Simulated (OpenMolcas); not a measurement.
# CF2 (SMILES F[C]F) at 6 levels

Aim: a comparison of 6 runs (B2PLYP/def2-TZVPP, B3LYP/def2-TZVPP, BHLYP/def2-TZVPP, PBE/def2-TZVPP, MP2/def2-TZVPP, CCSD(T)/def2-TZVPP) of CF2. 

The calculation is run with OpenMolcas 26.06.

1 further run of the same task is left out (set aside as unsound or not needed).

**1. The system as given**

CF2 has 3 atoms, charge 0, and is taken as a singlet. As SMILES, `F[C]F`. Geometry: relaxed at PBE0-D4/def2-TZVP.

Bond lengths: F1–C2 1.296 Å, C2–F3 1.296 Å. Angles: F1–C2–F3 104.7°.

**2. The energy at B2PLYP/def2-TZVPP (run 1)**

mol.inp

```
&GATEWAY
 BasLib=$CurrDir
 Coord
 3
 angstrom
 F        0.316310       0.971410       0.281600
 C        0.382340      -0.318520       0.175150
 F       -0.698640      -0.652890      -0.456750
 Basis=def2-TZVPP
 Group=NoSym

&SEWARD
 GridInput
 Grid=UltraFine
 End of Grid

&SCF
 KSDFT=B2PLYP_SCF
 Thresholds=1e-10 1e-07 1e-07 1e-05
 PrOrbitals=1

&MBPT2
 Frozen=3
```

The basis set def2-TZVPP is read from a file made from the Basis Set Exchange's data (not shown).

Run with:

```sh
$ export MOLCAS_MEM=1860
$ pymolcas mol.inp > mol.log
```

The program printed:

```text
--- Start Module: gateway ---
[...]
--- Stop Module: gateway /rc=_RC_ALL_IS_WELL_ ---
[...]
      Basis functions           93
[...]
--- Start Module: scf ---
[...]
       Convergence after  12 Iterations
[...]
::    Total KS-DFT energy                            -237.4667639490
[...]
      Total spin, S                                     0.0000000000
[...]
      Total electronic charge=   24.000000
      Total            charge=   -0.000000
[...]
      Dipole Moment (debye):
      Origin of the operator (angstrom)=   -0.0535    0.0446   -0.0245
                   X= -3.7678E-01               Y=  3.1391E-01               Z= -1.7260E-01           Total=  5.1990E-01
      Quadrupole Moment (debye*angstrom):
[...]
--- Stop Module: scf /rc=_RC_ALL_IS_WELL_ ---
[...]
--- Start Module: mbpt2 ---
[...]
 ###    WARNING: MP2 implementation intended for RHF references only         ###
 ###############################################################################
MBPT2 WARNING: Reference function according to RunFile:KS-DFT
I'll assume you know what you're doing and continue
WARNING!
Default frozen orbitals as non valence orbitals is overwritten by user input.
Default values:   3
[...]
       Reference weight ( Cref**2 )         =        0.82718
::    Total MBPT2 energy                             -238.2228294559
[...]
      Total MBPT2 calculations                           0.53      0.55
--- Stop Module: mbpt2 /rc=_RC_ALL_IS_WELL_ ---
[...]
```

Wall time 29 s (1 thread of AMD EPYC, shared host); peak memory 0.51 GiB.

**3. Energy and forces at B3LYP/def2-TZVPP (run 2)**

mol.xyz

```xyz
3

F      0.316310     0.971410     0.281600
C      0.382340    -0.318520     0.175150
F     -0.698640    -0.652890    -0.456750
```

mol.input

```
&GATEWAY
BasLib = $CurrDir
Coord = mol.xyz
Basis = def2-TZVPP
Group = NoSym
&SEWARD
GridInput
Grid=UltraFine
End of Grid
&SCF
KSDFT = B3LYP
Thresholds = 1e-10 1e-07 1e-07 1e-05
PrOrbitals = 1
&ALASKA
```

The basis set def2-TZVPP is read from a file made from the Basis Set Exchange's data (not shown).

Run with:

```sh
$ export MOLCAS_MEM=1860
$ pymolcas mol.input > mol.log
```

The program printed:

```text
--- Start Module: gateway ---
[...]
--- Stop Module: gateway /rc=_RC_ALL_IS_WELL_ ---
[...]
      Basis functions           93
[...]
--- Start Module: scf ---
[...]
       Convergence after  13 Iterations
[...]
::    Total KS-DFT energy                            -237.8066931424
[...]
      Total spin, S                                     0.0000000000
[...]
      Total electronic charge=   24.000000
      Total            charge=   -0.000000
[...]
      Dipole Moment (debye):
      Origin of the operator (angstrom)=   -0.0535    0.0446   -0.0245
                   X= -4.8323E-01               Y=  4.0260E-01               Z= -2.2137E-01           Total=  6.6678E-01
      Quadrupole Moment (debye*angstrom):
[...]
--- Stop Module: scf /rc=_RC_ALL_IS_WELL_ ---
[...]
--- Start Module: alaska ---
[...]
 *              Molecular gradients               *
 **************************************************
  Irreducible representation: a
 ------------------------------------------------------------------------------------------
                              X                       Y                       Z
 ------------------------------------------------------------------------------------------
  F1               -5.33621410115259E-04   -7.26538289728040E-03   -1.09789939456029E-03
  C2               -5.26762991467322E-03    4.39047017824556E-03   -2.41289356203200E-03
  F3                5.80125132479203E-03    2.87491271902063E-03    3.51079295660739E-03
 ------------------------------------------------------------------------------------------
--- Stop Module: alaska /rc=_RC_ALL_IS_WELL_ ---
[...]
```

It took 39 s on 1 thread of AMD EPYC, shared host; peak memory 0.51 GiB.

Runs 3 to 5 aren't shown in full; the table further down has their settings and results.

**4. The energy at CCSD(T)/def2-TZVPP (run 6)**

mol.inp

```
&GATEWAY
BasLib=$CurrDir
Coord
3
angstrom
F        0.316310       0.971410       0.281600
C        0.382340      -0.318520       0.175150
F       -0.698640      -0.652890      -0.456750
Basis=def2-TZVPP
Group=NoSym
&SEWARD
&SCF
Thresholds=1e-10 1e-07 1e-07 1e-05
PrOrbitals=1 1
&RASSCF
FileOrb=$Project.ScfOrb
Spin=1
Nactel=0 0 0
Inactive=12
Ras2=0
OutOrbitals=Canonical
OrbListing=Nothing
&MOTRA
JobIph
Frozen=3
&CCSDT
CCT
Triples=2
Iterations=80
Accuracy=1e-08
Extrapolation=5 4
```

The basis set def2-TZVPP is read from a file made from the Basis Set Exchange's data (not shown).

Run with:

```sh
$ export MOLCAS_MEM=1860
$ pymolcas mol.inp > mol.log
```

The program printed:

```text
--- Start Module: gateway ---
[...]
--- Stop Module: gateway /rc=_RC_ALL_IS_WELL_ ---
[...]
      Basis functions           93
[...]
       Convergence after  12 Iterations
[...]
::    Total SCF energy                               -236.7684681763
[...]
      Total spin, S                                     0.0000000000
[...]
      Number of active orbitals                  0
[...]
      Spin quantum number                      0.0
[...]
      Active orbitals                            0
[...]
      Number of CSFs                             1
[...]
      Number of root(s) required                 1
[...]
      Convergence after  4 iterations
[...]
      Natural orbitals and occupation numbers for root  1
      ************************************************************************************************************************
      *                                                    Final results                                                     *
      ************************************************************************************************************************
[...]
::    RASSCF root number  1 Total energy:   -236.76846818
[...]
      Total electronic charge=   24.000000
      Total            charge=   -0.000000
[...]
      Dipole Moment (debye):
      Origin of the operator (angstrom)=   -0.0535    0.0446   -0.0245
                   X= -2.6550E-01               Y=  2.2120E-01               Z= -1.2162E-01           Total=  3.6635E-01
      Quadrupole Moment (debye*angstrom):
[...]
--- Start Module: motra ---
[...]
--- Stop Module: motra /rc=_RC_ALL_IS_WELL_ ---
[...]
--- Start Module: ccsdt ---
[...]
      Convergence after                    14  Iterations
      Total energy (diff) :    -237.40650326      -0.00000001
[...]
 METHOD                       : CCSD+T(CCSD)+<T3(1)WT1> = CCSD(T)
[...]
       CCSD     =      -237.4065032611089
[...]
```

It took 2 min on 1 thread of AMD EPYC, shared host; peak memory 0.51 GiB.

**5. The series**

| run | level | task | frozen core orbitals | energy (Eh) | dipole moment (D) of the reference | HOMO energy (eV) | LUMO energy (eV) | wall time |
| --- | --- | --- | --- | --- | --- | --- | --- | --- |
| 1 | B2PLYP/def2-TZVPP | energy | 3 | -237.670902 | 0.52 | -10.41 | -0.55 | 29 s |
| 2 | B3LYP/def2-TZVPP | gradient | – | -237.806693 | 0.67 | -8.58 | -2.59 | 39 s |
| 3 | BHLYP/def2-TZVPP | gradient | – | -237.709526 | 0.52 | -10.45 | -0.94 | 38 s |
| 4 | PBE/def2-TZVPP | gradient | – | -237.574927 | 0.82 | -7.11 | -3.48 | 39 s |
| 5 | MP2/def2-TZVPP | energy | 3 | -237.397518 | 0.37 | -12.97 | 2.31 | 14 s |
| 6 | CCSD(T)/def2-TZVPP | energy | 3 | -237.428701 | 0.37 | -12.97 | 2.31 | 2 min |

**6. Outcome**

| quantity | value |
| --- | --- |
| run 6: total energy | -237.42870 Eh |
| run 6: dipole moment (mean-field density) | 0.37 D |
| run 6: HOMO energy (Hartree–Fock orbitals) | -12.97 eV |
| run 6: LUMO energy (Hartree–Fock orbitals) | 2.31 eV |
| run 6: HOMO–LUMO gap (Hartree–Fock orbitals) | 15.28 eV |
| run 6: correlation energy (3 core orbitals frozen) | -660.2 mEh |
| run 6: (T) correction | -22.20 mEh |

Over runs 1, 2, 3, 4 the dipole moment (its size) runs from 0.52 D (B2PLYP/def2-TZVPP) to 0.82 D (PBE/def2-TZVPP). A double hybrid's value is that of its SCF part. Over runs 1, 2, 3, 4 the HOMO–LUMO gap runs from 3.63 eV (PBE/def2-TZVPP) to 9.86 eV (B2PLYP/def2-TZVPP). For B2PLYP the log adds the whole second-order term; the table takes 0.27 of it, as the functional is defined. Totals of different functionals can't be ranked against each other. All runs together took 4.6 min, the longest 2 min.
